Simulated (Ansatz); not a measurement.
Other spins and charges of BH2, doublet at one geometry

Geometry (PBE0/def2-TZVP stationary point for this spin, not checked as a minimum):

```yaml
atoms:
  - { symbol: B, position_ang: [0.0000, -0.0800, 0.0000] }
  - { symbol: H, position_ang: [0.0000, 0.4291, -1.0770] }
  - { symbol: H, position_ang: [0.0000, 0.4291, 1.0770] }
```

Basis aug-cc-pVDZ; Ansatz 0.2.0. Correlated methods freeze the noble-gas cores. R marks a restricted (for open shells ROHF) determinant, U an unrestricted one. Active spaces: valence = (5e, 6o) chosen from the atoms' valence shells.

Gaps are energies of the second state less the first, at fixed atoms, for a selection of the levels run; each method lands on the state that its own search finds for that charge and spin.

For open shells CISD is restricted-active-space CI with the open shells as a complete middle space. The highest occupied Kohn–Sham level of the anion is positive, up to +2.06 eV, so in those functionals the extra electron is held by the basis alone, which enters their differences from the reference.

Adding an electron, to the triplet: -0.171 eV at UCCSDT(Q).

| level | gap (eV) | error (meV) |
| --- | --- | --- |
| RHF | 0.439 | 610 |
| RMP2 | -0.093 | 78 |
| CISD | -0.076 | 95 |
| RCCSD(T) | -0.161 | 10 |
| RCCSDT(Q) | -0.171 | 0 |
| MRCISD (valence space) | -0.080 | 91 |
| BLYP | -0.286 | -115 |
| B3LYP | -0.328 | -157 |
| wB97M-V | -0.239 | -68 |
| B2PLYP | -0.148 | 23 |

Wrong sign: RHF.

PBE gives 13.424 eV for removing an electron, to the triplet. Estimate what full CI gives in aug-cc-pVDZ.

Full CI in aug-cc-pVDZ gives 13.505 eV, so against it PBE is off by -0.081 eV, of which a good part can be the reference's own basis and frozen-core error.

```tsv
level	gap (eV)	error (meV)
UHF	12.817	-688
RCCSD*	13.500	-5
RCCSD(T)*	13.504	-1
BCCD(T)*	13.504	-1
RCCSDT(Q)*	13.505	0
UCCSDT(Q)	13.505	0
MRCISD (valence space)	13.472	-33
r2SCAN	13.413	-92
B3LYP	13.636	131
RPA-PBE	13.552	47
```

An asterisk marks runs whose energy the program itself flagged as in doubt.

Quartet less doublet: 5.278 eV at full CI (doublet A1, quartet A2, in C2v).

```
                   level  gap (eV)  error (meV)
                     RHF     5.308           30
                     UHF     5.244          -34
                    RMP2     5.287            9
                    UMP2     5.328           50
                  RCCSD*     5.316           38
                   UCCSD     5.313           35
               RCCSD(T)*     5.287            9
                UCCSD(T)     5.286            8
                BCCD(T)*     5.287            9
                 RCCSDT*     5.280            2
                  UCCSDT     5.279            1
              RCCSDT(Q)*     5.278            0
               UCCSDT(Q)     5.277           -1
  CASSCF (valence space)     5.238          -40
  NEVPT2 (valence space)     5.257          -21
  MRCISD (valence space)     5.287            9
MRCISD+Q (valence space)     5.279            1
                     PBE     5.001         -277
                  r2SCAN     5.010         -268
                    PBE0     5.170         -108
                   B3LYP     5.384          106
                 wB97M-V     5.408          130
                  B2PLYP     5.435          157
                 RPA-PBE     5.225          -53
```

PBE gives 9.229 eV for removing an electron, to the singlet. Estimate what full CI gives in aug-cc-pVDZ.

Full CI in aug-cc-pVDZ gives 8.926 eV, so against it PBE is off by 0.303 eV, of which a good part can be the reference's own basis and frozen-core error.

```json
{"level": "RHF", "gap (eV)": "8.554", "error (meV)": "-372"}
{"level": "UHF", "gap (eV)": "8.591", "error (meV)": "-335"}
{"level": "RMP2", "gap (eV)": "8.867", "error (meV)": "-59"}
{"level": "RCCSD", "gap (eV)": "8.905", "error (meV)": "-21"}
{"level": "BCCD(T)", "gap (eV)": "8.921", "error (meV)": "-5"}
{"level": "UCCSDT", "gap (eV)": "8.926", "error (meV)": "0"}
{"level": "RCCSDT(Q)", "gap (eV)": "8.926", "error (meV)": "0"}
{"level": "CASSCF (valence space)", "gap (eV)": "8.233", "error (meV)": "-693"}
{"level": "MRCISD+Q (valence space)", "gap (eV)": "8.924", "error (meV)": "-2"}
```

In so small a basis the reference is far from its limit while semilocal and hybrid functionals are nearer theirs (RPA and double hybrids share part of the reference's basis error), so the functionals' errors here hold much of the reference's basis and frozen-core error, which can add to them or hide them.

The reference is named with each gap: full CI where it ran, else the highest cluster level, uncertain by about the last step of the series. The frozen core follows each run's orbitals, which can shift R against U totals by a few meV.
